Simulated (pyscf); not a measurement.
Single points on ωB97X-D3(BJ)/def2-SVP structures (PySCF, gas phase).

**Question.** List the bond dissociation enthalpies at 298 K of H₃Si–Si(Cl)(Cl)–Cl from ωB97M-D3(BJ)/def2-TZVP, from the weakest bond up.

**Answer.** Si–Si to SiH₃• + Cl–Si•(Cl)–Cl: 3.37 eV; H–Si to •H₂Si–Si(Cl)(Cl)–Cl + H•: 3.88 eV; Cl–Si to H₃Si–Si•(Cl)–Cl + Cl•: 4.70 eV. Ring and multiple bonds, and those that leave no two simple radicals, are not listed. Other isomers of •H₂Si–Si(Cl)(Cl)–Cl, H₃Si–Si•(Cl)–Cl were not searched in full and may lie lower. Left out: the spin-orbit lowering of Cl.
